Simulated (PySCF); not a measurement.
# C4H5F: fields and orbitals

Aim: take C4H5F and localise its valence orbitals and measure its response to a uniform field.

Method: levels as typed in each script, gas phase, geometry from GFN2-xTB; program: PySCF 2.14.0.

### 1 The starting structure

SMILES `F[C@H]1[C@H]2C[C@@H]12`, 10 atoms, charge 0, spin multiplicity 1.

Bond lengths: F1–C2 1.372 Å, C2–C3 1.485 Å, C2–C5 1.485 Å, C2–H6 1.085 Å, C3–C4 1.498 Å, C3–C5 1.495 Å, C3–H7 1.069 Å, C4–C5 1.498 Å, C4–H8 1.082 Å, C4–H9 1.082 Å, C5–H10 1.069 Å. Angles: F1–C2–C3 119.7°, F1–C2–C5 119.7°, F1–C2–H6 108.6°, C3–C2–C5 60.5°, C3–C2–H6 120.9°, C5–C2–H6 120.9°, C2–C3–C4 96.3°, C2–C3–C5 59.8°, C2–C3–H7 131.7°, C4–C3–C5 60.1°, C4–C3–H7 131.9°, C5–C3–H7 135.4°, C3–C4–C5 59.9°, C3–C4–H8 117.3°, C3–C4–H9 119.0°, C5–C4–H8 117.3°, C5–C4–H9 119.0°, H8–C4–H9 114.0° and more.

As a file:

```
F    -1.5502   -0.4967    0.0001
C    -0.6556    0.5437   -0.0001
C     0.6206    0.4159    0.7475
C     1.1301   -0.7784    0.0002
C     0.6206    0.4155   -0.7476
H    -1.2097    1.4765   -0.0002
H     1.0623    1.0232    1.5076
H     2.1996   -0.9454    0.0001
H     0.5430   -1.6873    0.0001
H     1.0624    1.0224   -1.5081
```

### 2 Localised orbitals (LDA (SVWN)/6-31+g*)

input.py reads:

```python
import numpy as np
from pyscf import gto, scf, dft, lo
from pyscf.data.elements import chemcore

def solve(mol, dm0=None, hcore=None):
    mf = (dft.UKS if mol.spin else dft.RKS)(mol, xc='svwn')
    mf.grids.level = 3
    mf = mf.density_fit(auxbasis='def2-universal-jkfit')
    mf.conv_tol, mf.max_cycle = 1e-8, 80
    if hcore is not None:
        mf.get_hcore = lambda *args: hcore
    mf.kernel(dm0)
    if not mf.converged:
        mf = mf.newton().run(mf.mo_coeff, mf.mo_occ, max_cycle=30)
    assert mf.converged, 'SCF not converged'
    return mf

mol = gto.M(atom='''
F     -1.55023    -0.49667     0.00006
C     -0.65559     0.54375    -0.00009
C      0.62058     0.41589     0.74749
C      1.13012    -0.77838     0.00020
C      0.62063     0.41549    -0.74763
H     -1.20974     1.47649    -0.00023
H      1.06234     1.02323     1.50764
H      2.19959    -0.94537     0.00011
H      0.54298    -1.68728     0.00012
H      1.06245     1.02244    -1.50807
''', basis='6-31+g*', charge=0, spin=0, verbose=4)
mf = solve(mol)
occ_all = mf.mo_coeff[:, mf.mo_occ > 0]
occ = occ_all[:, chemcore(mol):]
loc = lo.ibo.ibo(mol, occ, iaos=lo.iao.iao(mol, occ_all))
fock, s = mf.get_fock(), mf.get_ovlp()
ortho = lo.orth_ao(mol, 'meta_lowdin')
ortho = lo.vec_lowdin(lo.iao.iao(mol, occ_all), s)
labels = lo.iao.reference_mol(mol).ao_labels(fmt=None)
vir = lo.vvo.livvo(mol, occ_all, mf.mo_coeff[:, mf.mo_occ == 0])
both = np.hstack([loc, vir])
p = (ortho.T @ s @ both) ** 2
pop = np.array([p[[l[0] == a for l in labels]].sum(0) for a in range(mol.natm)])
spd = np.array([[p[[l[0] == a and l[2][-1] == k for l in labels]].sum(0) for k in 'spd'] for a in range(mol.natm)])
eps = np.einsum('pi,pq,qi->i', both, fock, both)
for i in np.argsort(eps):
    top = np.argsort(-pop[:, i])[:3]
    print('%3d %s %9.4f Eh ' % (i + 1, 'occ' if i < loc.shape[1] else 'vir', eps[i]), '  '.join('%s%d %.3f' % (mol.atom_symbol(a), a + 1, pop[a, i]) for a in top))
np.savez('result.npz', c=both, nocc=loc.shape[1], pop=pop, spd=spd, eps=eps, e=mf.e_tot)
```

Command:

```sh
$ OMP_NUM_THREADS=1 python input.py
```

### 4 Response to an electric field (M06-2X/def2-svpd)

input.py reads:

```python
import numpy as np
from pyscf import gto, scf, dft
from pyscf.scf import atom_ks, atom_hf
from scipy.linalg import block_diag

def solve(mol, dm0=None, hcore=None):
    mf = (dft.UKS if mol.spin else dft.RKS)(mol, xc='m062x')
    mf.grids.level = 3
    mf = mf.density_fit(auxbasis='def2-universal-jkfit')
    mf.conv_tol, mf.max_cycle = 1e-8, 80
    if hcore is not None:
        mf.get_hcore = lambda *args: hcore
    mf.kernel(dm0)
    if not mf.converged:
        mf = mf.newton().run(mf.mo_coeff, mf.mo_occ, max_cycle=30)
    assert mf.converged, 'SCF not converged'
    return mf

mol = gto.M(atom='''
F     -1.55023    -0.49667     0.00006
C     -0.65559     0.54375    -0.00009
C      0.62058     0.41589     0.74749
C      1.13012    -0.77838     0.00020
C      0.62063     0.41549    -0.74763
H     -1.20974     1.47649    -0.00023
H      1.06234     1.02323     1.50764
H      2.19959    -0.94537     0.00011
H      0.54298    -1.68728     0.00012
H      1.06245     1.02244    -1.50807
''', basis='def2-svpd', charge=0, spin=0, verbose=4)
field = np.array([0.0, 0.0, 0.01])  # atomic units
mol.set_common_orig(mol.atom_charges() @ mol.atom_coords() / mol.atom_charges().sum())
mf = solve(mol)
out = dict(dm0=mf.make_rdm1(), d0=mf.dip_moment(unit='AU'), e0=mf.e_tot)
for name, sign in (('p', 1), ('m', -1)):
    h = mf.get_hcore() + sign * np.einsum('x,xij->ij', field, mol.intor('int1e_r'))
    mi = solve(mol, mf.make_rdm1(), h)
    out.update({'dm' + name: mi.make_rdm1(), 'd' + name: mi.dip_moment(unit='AU'), 'e' + name: mi.e_tot})
# spherically averaged free atoms, for the promolecule
atm = atom_ks.get_atm_nrks(mol, xc='m062x')
pro = block_diag(*[(atm[a[0]][2] * atm[a[0]][3]) @ atm[a[0]][2].T for a in mol._atom])
np.savez('result.npz', pro=pro, **out)
```

(Steps that only read results are left out.)

**Question.** What will these runs give? Wanted: polarisability along the field.

The runs gave:

| quantity | value |
| --- | --- |
| localised occupied orbitals above −45 eV (LDA (SVWN)/6-31+g*) | 14 |
| polarisability along the field (M06-2X/def2-svpd) | 41.0 bohr³ |

In words: All values hold at the given geometry, in the gas phase.
